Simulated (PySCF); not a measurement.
# C2H3Br, a complex of two parts: interaction energy, part 3 of 3

PySCF 2.14.0. Atoms count from 0, parts from 1.

### Step 8. Coupled-cluster interaction energy: CCSD(T) and MP2, 2.15 Å

Job settings and geometry (Å):

```
{"job": {"kind": "intercc", "basis": "aug-cc-pVDZ", "basis_mid": "aug-cc-pVTZ", "basis_large": "aug-cc-pVQZ"}, "charge": 0, "multiplicity": 1, "parts": [{"atoms": "0-3", "charge": 0, "multiplicity": 1}, {"atoms": "4-5", "charge": 0, "multiplicity": 1}]}
C     -0.424184    -0.001339     0.108198
C      0.697333     0.031453    -0.313239
H     -1.421401    -0.034984     0.482409
H      1.694381     0.057084    -0.688450
Br     0.152868     3.465717     0.611396
H      0.140125     2.062058     0.324723
```

Method: CCSD(T)/aug-cc-pVDZ and MP2/aug-cc-pVTZ, aug-cc-pVQZ counterpoise interaction energy, frozen core, gas phase.

The log of the run:

```text
part 1, own basis, geometry of the cluster: E = -76.8504131625 (as before)

part 2, own basis, geometry of the cluster: E = -2573.0485326416 (as before)

part 1, own basis, relaxed alone: E = -76.8505362898 (as before)

part 2, own basis, relaxed alone: E = -2573.0487568512 (as before)

cluster
final grid: 6480 points
cycle   1  E = -2649.8950826113  dE = -7.519e-03  |g| = 3.145e-02  |ddm| = 6.445e-01
cycle   2  E = -2649.8957908676  dE = -7.083e-04  |g| = 1.114e-02  |ddm| = 9.563e-02
cycle   3  E = -2649.8959079864  dE = -1.171e-04  |g| = 3.699e-03  |ddm| = 3.926e-02
cycle   4  E = -2649.8959156861  dE = -7.700e-06  |g| = 1.679e-03  |ddm| = 9.477e-03
cycle   5  E = -2649.8959170487  dE = -1.363e-06  |g| = 4.197e-04  |ddm| = 3.747e-03
cycle   6  E = -2649.8959171594  dE = -1.108e-07  |g| = 9.359e-05  |ddm| = 1.044e-03
cycle   7  E = -2649.8959171658  dE = -6.321e-09  |g| = 3.917e-05  |ddm| = 2.539e-04
cycle   8  E = -2649.8959171675  dE = -1.718e-09  |g| = 1.982e-05  |ddm| = 1.182e-04
cycle   9  E = -2649.8959171682  dE = -7.167e-10  |g| = 8.451e-06  |ddm| = 8.432e-05
converged SCF energy = -2649.8959171682

part 1 in the basis of the cluster
final grid: 6480 points
cycle   1  E = -76.8504810097  dE = -6.751e-05  |g| = 1.763e-03  |ddm| = 3.589e-01
cycle   2  E = -76.8504820026  dE = -9.930e-07  |g| = 2.368e-04  |ddm| = 3.815e-02
cycle   3  E = -76.8504820279  dE = -2.524e-08  |g| = 2.031e-05  |ddm| = 6.131e-03
cycle   4  E = -76.8504820281  dE = -2.488e-10  |g| = 5.096e-06  |ddm| = 3.958e-04
converged SCF energy = -76.8504820281

part 2 in the basis of the cluster
final grid: 6480 points
cycle   1  E = -2573.0485525929  dE = -2.354e-05  |g| = 8.228e-04  |ddm| = 3.407e-01
cycle   2  E = -2573.0485528189  dE = -2.260e-07  |g| = 1.313e-04  |ddm| = 3.655e-02
cycle   3  E = -2573.0485528244  dE = -5.522e-09  |g| = 4.472e-05  |ddm| = 4.910e-03
cycle   4  E = -2573.0485528246  dE = -2.651e-10  |g| = 5.281e-06  |ddm| = 4.598e-04
converged SCF energy = -2573.0485528246

Interaction energy (kcal/mol)
  counterpoise       -2.214
  uncorrected        -3.434
  dispersion part     0.000
  deformation         0.113
  binding            -2.101

Decomposition of the uncorrected value (kcal/mol)
  electrostatic      -7.866
  Pauli              15.007
  orbital            -5.242
  dispersion          0.000
  correlation        -5.332

Charge of each part in the cluster: 0.033 -0.033
part 1, own basis, geometry of the cluster: E = -76.8548305138 (as before)

part 2, own basis, geometry of the cluster: E = -2573.0514508682 (as before)

part 1, own basis, relaxed alone: E = -76.8549581964 (as before)

part 2, own basis, relaxed alone: E = -2573.0516877866 (as before)

cluster
final grid: 6480 points
cycle   1  E = -2649.9023079444  dE = -7.412e-03  |g| = 3.136e-02  |ddm| = 5.613e-01
cycle   2  E = -2649.9030163229  dE = -7.084e-04  |g| = 1.118e-02  |ddm| = 8.719e-02
cycle   3  E = -2649.9031336759  dE = -1.174e-04  |g| = 3.764e-03  |ddm| = 4.134e-02
cycle   4  E = -2649.9031418719  dE = -8.196e-06  |g| = 1.730e-03  |ddm| = 1.119e-02
cycle   5  E = -2649.9031432415  dE = -1.370e-06  |g| = 4.370e-04  |ddm| = 4.285e-03
cycle   6  E = -2649.9031433618  dE = -1.203e-07  |g| = 9.847e-05  |ddm| = 1.298e-03
cycle   7  E = -2649.9031433680  dE = -6.185e-09  |g| = 4.194e-05  |ddm| = 2.846e-04
cycle   8  E = -2649.9031433698  dE = -1.738e-09  |g| = 2.050e-05  |ddm| = 1.288e-04
cycle   9  E = -2649.9031433705  dE = -7.226e-10  |g| = 9.618e-06  |ddm| = 8.046e-05
converged SCF energy = -2649.9031433705

part 1 in the basis of the cluster
final grid: 6480 points
cycle   1  E = -76.8548452951  dE = -1.436e-05  |g| = 7.170e-04  |ddm| = 3.083e-01
cycle   2  E = -76.8548454524  dE = -1.572e-07  |g| = 8.080e-05  |ddm| = 3.239e-02
cycle   3  E = -76.8548454555  dE = -3.149e-09  |g| = 6.400e-06  |ddm| = 4.751e-03
cycle   4  E = -76.8548454556  dE = -2.598e-11  |g| = 2.519e-06  |ddm| = 3.044e-04
converged SCF energy = -76.8548454556

part 2 in the basis of the cluster
final grid: 6480 points
cycle   1  E = -2573.0514539144  dE = -5.335e-06  |g| = 3.576e-04  |ddm| = 2.646e-01
cycle   2  E = -2573.0514539682  dE = -5.380e-08  |g| = 4.652e-05  |ddm| = 2.478e-02
cycle   3  E = -2573.0514539694  dE = -1.256e-09  |g| = 9.954e-06  |ddm| = 3.226e-03
cycle   4  E = -2573.0514539694  dE = -8.640e-12  |g| = 2.776e-06  |ddm| = 1.801e-04
converged SCF energy = -2573.0514539694

Interaction energy (kcal/mol)
  counterpoise       -2.518
  uncorrected        -3.556
  dispersion part     0.000
  deformation         0.144
  binding            -2.374

Decomposition of the uncorrected value (kcal/mol)
  electrostatic      -7.901
  Pauli              15.044
  orbital            -5.175
  dispersion          0.000
  correlation        -5.524

Charge of each part in the cluster: 0.033 -0.033
part 1 in the basis of the cluster: E(HF) = -76.828842034  E2 = -0.263262731  E(CCSD corr) = -0.279440153  (T) = -0.012310741
part 2 in the basis of the cluster: E(HF) = -2572.973768187  E2 = -0.152154295  E(CCSD corr) = -0.166266210  (T) = -0.003949926
cluster: E(HF) = -2649.799480265  E2 = -0.420434942  E(CCSD corr) = -0.448559858  (T) = -0.016929693

Counterpoise interaction energy (kcal/mol)
  hf_small                   1.964
  mp2_small                 -1.185
  ccsd_small                 0.173
  ccsdt_small               -0.246
  hf_large                   1.980
  mp2_large                 -2.518
  hf_middle                  1.956
  mp2_middle                -2.214
  scs_mp2_large             -1.306
  mp2_limit                 -2.758
  ccsdt_less_mp2             0.938
  ccsdt_limit_estimate      -1.820
  bsse_mp2_large             1.037
```

It took 4.3 min on 1 thread of Arm Neoverse N1, shared host; peak memory 1.5 GiB.

Contacts at this geometry (a selection, picked against the atoms' radii; other short pairs can be missing):

```csv
atoms,distance (Å),kind (by distance and angle),angle (°)
C0···H5,2.15,inside the van der Waals sum,–
```

Differences are taken before rounding.

```csv
method,interaction energy (kcal/mol),"from CCSD(T), limit estimate (kcal/mol)"
HF/aug-cc-pVDZ,1.96,+3.78
MP2/aug-cc-pVDZ,-1.18,+0.63
CCSD/aug-cc-pVDZ,0.17,+1.99
CCSD(T)/aug-cc-pVDZ,-0.25,+1.57
HF/aug-cc-pVQZ,1.98,+3.80
MP2/aug-cc-pVQZ,-2.52,-0.70
SCS-MP2/aug-cc-pVQZ,-1.31,+0.51
"MP2, extrapolated",-2.76,-0.94
"CCSD(T), limit estimate",-1.82,0
```

These energies keep the parts at their geometry in the cluster; deforming them to it costs 0.14 kcal/mol (MP2).

### Step 9. Coupled-cluster interaction energy: CCSD(T) and MP2, 3.58 Å

The job, as its differences from that of step 8:

```diff
@@ -5,3 +5,3 @@
 H      1.694381     0.057084    -0.688450
-Br     0.152868     3.465717     0.611396
-H      0.140125     2.062058     0.324723
+Br     0.529074     4.841314     0.755746
+H      0.516331     3.437656     0.469072
```

Level: CCSD(T)/aug-cc-pVDZ and MP2/aug-cc-pVTZ, aug-cc-pVQZ counterpoise interaction energy, frozen core, gas phase.

The log of the run:

```text
part 1, own basis, geometry of the cluster: E = -76.8504131625 (as before)

part 2, own basis, geometry of the cluster: E = -2573.0485326416 (as before)

part 1, own basis, relaxed alone: E = -76.8505362898 (as before)

part 2, own basis, relaxed alone: E = -2573.0487568512 (as before)

cluster
final grid: 6480 points
cycle   1  E = -2649.9001858450  dE = -2.060e-04  |g| = 4.921e-03  |ddm| = 2.290e-01
cycle   2  E = -2649.9002011840  dE = -1.534e-05  |g| = 1.726e-03  |ddm| = 2.817e-02
cycle   3  E = -2649.9002032025  dE = -2.018e-06  |g| = 9.214e-04  |ddm| = 5.960e-03
cycle   4  E = -2649.9002036303  dE = -4.278e-07  |g| = 2.839e-04  |ddm| = 2.497e-03
cycle   5  E = -2649.9002036766  dE = -4.639e-08  |g| = 7.981e-05  |ddm| = 7.345e-04
cycle   6  E = -2649.9002036807  dE = -4.075e-09  |g| = 2.638e-05  |ddm| = 2.465e-04
cycle   7  E = -2649.9002036814  dE = -6.776e-10  |g| = 1.228e-05  |ddm| = 7.329e-05
converged SCF energy = -2649.9002036814

part 1 in the basis of the cluster
final grid: 6480 points
cycle   1  E = -76.8504313869  dE = -1.819e-05  |g| = 8.312e-04  |ddm| = 1.639e-01
cycle   2  E = -76.8504316655  dE = -2.785e-07  |g| = 1.151e-04  |ddm| = 1.595e-02
cycle   3  E = -76.8504316720  dE = -6.588e-09  |g| = 9.475e-06  |ddm| = 2.173e-03
cycle   4  E = -76.8504316721  dE = -5.460e-11  |g| = 3.543e-06  |ddm| = 1.281e-04
converged SCF energy = -76.8504316721

part 2 in the basis of the cluster
final grid: 6480 points
cycle   1  E = -2573.0485376102  dE = -5.529e-06  |g| = 3.435e-04  |ddm| = 1.115e-01
cycle   2  E = -2573.0485376646  dE = -5.446e-08  |g| = 4.776e-05  |ddm| = 9.265e-03
cycle   3  E = -2573.0485376660  dE = -1.340e-09  |g| = 1.171e-05  |ddm| = 1.135e-03
cycle   4  E = -2573.0485376660  dE = -2.092e-11  |g| = 2.310e-06  |ddm| = 5.520e-05
converged SCF energy = -2573.0485376660

Interaction energy (kcal/mol)
  counterpoise       -1.165
  uncorrected        -1.433
  dispersion part     0.000
  deformation         0.113
  binding            -1.052

Decomposition of the uncorrected value (kcal/mol)
  electrostatic      -0.841
  Pauli               0.192
  orbital            -0.140
  dispersion          0.000
  correlation        -0.643

Charge of each part in the cluster: 0.002 -0.002
part 1, own basis, geometry of the cluster: E = -76.8548305138 (as before)

part 2, own basis, geometry of the cluster: E = -2573.0514508682 (as before)

part 1, own basis, relaxed alone: E = -76.8549581964 (as before)

part 2, own basis, relaxed alone: E = -2573.0516877866 (as before)

cluster
final grid: 6480 points
cycle   1  E = -2649.9074976060  dE = -1.881e-04  |g| = 5.008e-03  |ddm| = 2.431e-01
cycle   2  E = -2649.9075129008  dE = -1.529e-05  |g| = 1.803e-03  |ddm| = 3.073e-02
cycle   3  E = -2649.9075149498  dE = -2.049e-06  |g| = 9.302e-04  |ddm| = 6.755e-03
cycle   4  E = -2649.9075154035  dE = -4.537e-07  |g| = 2.971e-04  |ddm| = 2.924e-03
cycle   5  E = -2649.9075154518  dE = -4.831e-08  |g| = 8.574e-05  |ddm| = 7.491e-04
cycle   6  E = -2649.9075154560  dE = -4.257e-09  |g| = 2.966e-05  |ddm| = 2.631e-04
cycle   7  E = -2649.9075154568  dE = -7.540e-10  |g| = 1.287e-05  |ddm| = 9.559e-05
converged SCF energy = -2649.9075154568

part 1 in the basis of the cluster
final grid: 6480 points
cycle   1  E = -76.8548348642  dE = -4.287e-06  |g| = 3.482e-04  |ddm| = 1.918e-01
cycle   2  E = -76.8548349229  dE = -5.868e-08  |g| = 4.645e-05  |ddm| = 1.820e-02
cycle   3  E = -76.8548349242  dE = -1.359e-09  |g| = 4.475e-06  |ddm| = 2.295e-03
cycle   4  E = -76.8548349243  dE = -9.607e-12  |g| = 2.656e-06  |ddm| = 8.734e-05
converged SCF energy = -76.8548349243

part 2 in the basis of the cluster
final grid: 6480 points
cycle   1  E = -2573.0514520260  dE = -1.371e-06  |g| = 1.660e-04  |ddm| = 1.106e-01
cycle   2  E = -2573.0514520402  dE = -1.423e-08  |g| = 2.115e-05  |ddm| = 1.002e-02
cycle   3  E = -2573.0514520406  dE = -3.056e-10  |g| = 2.613e-06  |ddm| = 1.427e-03
converged SCF energy = -2573.0514520406

Interaction energy (kcal/mol)
  counterpoise       -1.189
  uncorrected        -1.371
  dispersion part     0.000
  deformation         0.144
  binding            -1.045

Decomposition of the uncorrected value (kcal/mol)
  electrostatic      -0.837
  Pauli               0.191
  orbital            -0.129
  dispersion          0.000
  correlation        -0.597

Charge of each part in the cluster: 0.002 -0.002
part 1 in the basis of the cluster: E(HF) = -76.828670596  E2 = -0.262379070  E(CCSD corr) = -0.278622051  (T) = -0.012173764
part 2 in the basis of the cluster: E(HF) = -2572.973649081  E2 = -0.151233838  E(CCSD corr) = -0.165330957  (T) = -0.003865307
cluster: E(HF) = -2649.803601592  E2 = -0.414124044  E(CCSD corr) = -0.444230653  (T) = -0.016119215

Counterpoise interaction energy (kcal/mol)
  hf_small                  -0.804
  mp2_small                 -1.125
  ccsd_small                -0.979
  ccsdt_small               -1.029
  hf_large                  -0.771
  mp2_large                 -1.189
  hf_middle                 -0.775
  mp2_middle                -1.165
  scs_mp2_large             -1.048
  mp2_limit                 -1.209
  ccsdt_less_mp2             0.096
  ccsdt_limit_estimate      -1.113
  bsse_mp2_large             0.183
```

Wall time 4.3 min (1 thread of Arm Neoverse N1, shared host); peak memory 1.5 GiB.

Contacts at this geometry (a selection, picked against the atoms' radii; other short pairs can be missing):

```csv
atoms,distance (Å),kind (by distance and angle),angle (°)
C1···H5,3.50,beyond van der Waals contact,–
```

Differences are taken before rounding.

```csv
method,interaction energy (kcal/mol),"from CCSD(T), limit estimate (kcal/mol)"
HF/aug-cc-pVDZ,-0.80,+0.31
MP2/aug-cc-pVDZ,-1.13,-0.01
CCSD/aug-cc-pVDZ,-0.98,+0.13
CCSD(T)/aug-cc-pVDZ,-1.03,+0.08
HF/aug-cc-pVQZ,-0.77,+0.34
MP2/aug-cc-pVQZ,-1.19,-0.08
SCS-MP2/aug-cc-pVQZ,-1.05,+0.07
"MP2, extrapolated",-1.21,-0.10
"CCSD(T), limit estimate",-1.11,0
```

These energies keep the parts at their geometry in the cluster; deforming them to it costs 0.14 kcal/mol (MP2).

### Step 10. Coupled-cluster interaction energy: CCSD(T) and MP2, 4.78 Å

The job, as its differences from that of step 9:

```diff
@@ -5,3 +5,3 @@
 H      1.694381     0.057084    -0.688450
-Br     0.529074     4.841314     0.755746
-H      0.516331     3.437656     0.469072
+Br     0.842579     5.987646     0.876037
+H      0.829836     4.583987     0.589364
```

With the program's defaults for keys left out, this is: CCSD(T)/aug-cc-pVDZ and MP2/aug-cc-pVTZ, aug-cc-pVQZ counterpoise interaction energy, frozen core, gas phase.

The log of the run:

```text
part 1, own basis, geometry of the cluster: E = -76.8504131625 (as before)

part 2, own basis, geometry of the cluster: E = -2573.0485326416 (as before)

part 1, own basis, relaxed alone: E = -76.8505362898 (as before)

part 2, own basis, relaxed alone: E = -2573.0487568512 (as before)

cluster
final grid: 6480 points
cycle   1  E = -2649.8994116943  dE = -3.038e-05  |g| = 2.006e-03  |ddm| = 1.163e-01
cycle   2  E = -2649.8994137214  dE = -2.027e-06  |g| = 7.694e-04  |ddm| = 1.384e-02
cycle   3  E = -2649.8994139902  dE = -2.688e-07  |g| = 3.947e-04  |ddm| = 2.641e-03
cycle   4  E = -2649.8994140647  dE = -7.447e-08  |g| = 1.068e-04  |ddm| = 1.397e-03
cycle   5  E = -2649.8994140725  dE = -7.803e-09  |g| = 3.031e-05  |ddm| = 3.748e-04
cycle   6  E = -2649.8994140731  dE = -6.266e-10  |g| = 1.101e-05  |ddm| = 1.034e-04
converged SCF energy = -2649.8994140731

part 1 in the basis of the cluster
final grid: 6480 points
cycle   1  E = -76.8504175982  dE = -4.438e-06  |g| = 3.691e-04  |ddm| = 8.552e-02
cycle   2  E = -76.8504176844  dE = -8.618e-08  |g| = 5.856e-05  |ddm| = 8.261e-03
cycle   3  E = -76.8504176870  dE = -2.688e-09  |g| = 5.035e-06  |ddm| = 1.458e-03
cycle   4  E = -76.8504176871  dE = -1.606e-11  |g| = 2.851e-06  |ddm| = 1.205e-04
converged SCF energy = -76.8504176871

part 2 in the basis of the cluster
final grid: 6480 points
cycle   1  E = -2573.0485352161  dE = -2.667e-06  |g| = 2.134e-04  |ddm| = 7.752e-02
cycle   2  E = -2573.0485352421  dE = -2.601e-08  |g| = 2.682e-05  |ddm| = 8.147e-03
cycle   3  E = -2573.0485352426  dE = -5.321e-10  |g| = 4.369e-06  |ddm| = 1.185e-03
converged SCF energy = -2573.0485352426

Interaction energy (kcal/mol)
  counterpoise       -0.355
  uncorrected        -0.440
  dispersion part     0.000
  deformation         0.113
  binding            -0.242

Decomposition of the uncorrected value (kcal/mol)
  electrostatic      -0.278
  Pauli               0.005
  orbital            -0.021
  dispersion          0.000
  correlation        -0.146

Charge of each part in the cluster: 0.000 -0.000
part 1, own basis, geometry of the cluster: E = -76.8548305138 (as before)

part 2, own basis, geometry of the cluster: E = -2573.0514508682 (as before)

part 1, own basis, relaxed alone: E = -76.8549581964 (as before)

part 2, own basis, relaxed alone: E = -2573.0516877866 (as before)

cluster
final grid: 6480 points
cycle   1  E = -2649.9067379995  dE = -2.401e-05  |g| = 2.005e-03  |ddm| = 1.257e-01
cycle   2  E = -2649.9067398564  dE = -1.857e-06  |g| = 7.947e-04  |ddm| = 1.478e-02
cycle   3  E = -2649.9067401186  dE = -2.622e-07  |g| = 3.808e-04  |ddm| = 2.738e-03
cycle   4  E = -2649.9067401916  dE = -7.297e-08  |g| = 1.133e-04  |ddm| = 1.425e-03
cycle   5  E = -2649.9067402000  dE = -8.443e-09  |g| = 3.206e-05  |ddm| = 4.134e-04
cycle   6  E = -2649.9067402006  dE = -6.039e-10  |g| = 1.192e-05  |ddm| = 9.933e-05
converged SCF energy = -2649.9067402006

part 1 in the basis of the cluster
final grid: 6480 points
cycle   1  E = -76.8548318681  dE = -1.347e-06  |g| = 1.861e-04  |ddm| = 7.077e-02
cycle   2  E = -76.8548318903  dE = -2.218e-08  |g| = 2.707e-05  |ddm| = 6.993e-03
cycle   3  E = -76.8548318908  dE = -5.755e-10  |g| = 3.094e-06  |ddm| = 9.726e-04
converged SCF energy = -76.8548318908

part 2 in the basis of the cluster
final grid: 6480 points
cycle   1  E = -2573.0514515014  dE = -6.295e-07  |g| = 1.034e-04  |ddm| = 9.012e-02
cycle   2  E = -2573.0514515077  dE = -6.328e-09  |g| = 1.203e-05  |ddm| = 8.165e-03
cycle   3  E = -2573.0514515079  dE = -1.219e-10  |g| = 1.050e-06  |ddm| = 9.803e-04
converged SCF energy = -2573.0514515079

Interaction energy (kcal/mol)
  counterpoise       -0.359
  uncorrected        -0.412
  dispersion part     0.000
  deformation         0.144
  binding            -0.215

Decomposition of the uncorrected value (kcal/mol)
  electrostatic      -0.276
  Pauli               0.005
  orbital            -0.016
  dispersion          0.000
  correlation        -0.124

Charge of each part in the cluster: 0.000 -0.000
part 1 in the basis of the cluster: E(HF) = -76.828637250  E2 = -0.262258277  E(CCSD corr) = -0.278510909  (T) = -0.012156279
part 2 in the basis of the cluster: E(HF) = -2572.973617230  E2 = -0.151085591  E(CCSD corr) = -0.165181202  (T) = -0.003853130
cluster: E(HF) = -2649.802730581  E2 = -0.413425719  E(CCSD corr) = -0.443718486  (T) = -0.016023158

Counterpoise interaction energy (kcal/mol)
  hf_small                  -0.299
  mp2_small                 -0.350
  ccsd_small                -0.315
  ccsdt_small               -0.324
  hf_large                  -0.287
  mp2_large                 -0.359
  hf_middle                 -0.289
  mp2_middle                -0.355
  scs_mp2_large             -0.326
  mp2_limit                 -0.364
  ccsdt_less_mp2             0.026
  ccsdt_limit_estimate      -0.337
  bsse_mp2_large             0.053
```

It took 4.2 min on 1 thread of Arm Neoverse N1, shared host; peak memory 1.5 GiB.

Contacts at this geometry (a selection, picked against the atoms' radii; other short pairs can be missing):

```csv
atoms,distance (Å),kind (by distance and angle),angle (°)
C1···H5,4.64,beyond van der Waals contact,–
```

Differences are taken before rounding.

```csv
method,interaction energy (kcal/mol),"from CCSD(T), limit estimate (kcal/mol)"
HF/aug-cc-pVDZ,-0.30,+0.04
MP2/aug-cc-pVDZ,-0.35,-0.01
CCSD/aug-cc-pVDZ,-0.32,+0.02
CCSD(T)/aug-cc-pVDZ,-0.32,+0.01
HF/aug-cc-pVQZ,-0.29,+0.05
MP2/aug-cc-pVQZ,-0.36,-0.02
SCS-MP2/aug-cc-pVQZ,-0.33,+0.01
"MP2, extrapolated",-0.36,-0.03
"CCSD(T), limit estimate",-0.34,0
```

These energies keep the parts at their geometry in the cluster; deforming them to it costs 0.14 kcal/mol (MP2).

### Step 11. The curve

Counterpoise interaction energies (kcal/mol):

```csv
C0···H5 (Å),HF,MP2 limit,CCSD(T) estimate,time
2.15,1.98,-2.76,-1.82,4.3 min
2.27,0.75,-3.14,-2.39,4.3 min
2.39,-0.06,-3.25,-2.64,4.5 min
2.51,-0.56,-3.17,-2.68,4.3 min
2.63,-0.86,-2.99,-2.59,4.4 min
2.99,-1.08,-2.25,-2.02,4.3 min
3.58,-0.77,-1.21,-1.11,4.3 min
4.78,-0.29,-0.36,-0.34,4.2 min
```

### Step 12. What came out

What follows sums up all 3 parts.

| quantity | value |
| --- | --- |
| rotational constants (main isotopes) | 35.59, 1.83, 1.74 GHz |
| CCSD(T) estimate at 2.15 Å | -1.82 kcal/mol |
| CCSD(T) estimate at 2.27 Å | -2.39 kcal/mol |
| CCSD(T) estimate at 2.39 Å | -2.64 kcal/mol |
| CCSD(T) estimate at 2.51 Å | -2.68 kcal/mol |
| CCSD(T) estimate at 2.63 Å | -2.59 kcal/mol |
| CCSD(T) estimate at 2.99 Å | -2.02 kcal/mol |
| CCSD(T) estimate at 3.58 Å | -1.11 kcal/mol |
| CCSD(T) estimate at 4.78 Å | -0.34 kcal/mol |

What this shows: The optimisation took 5 steps and gained 0.068 eV; among the close pairs (by a distance rule), Br4–H5 changed most, from 1.401 to 1.433 Å. Along the rigid scan the CCSD(T) estimate is lowest at 2.51 Å (-2.68 kcal/mol), where MP2 at the limit misses it by -0.50 and Hartree-Fock by +2.11.
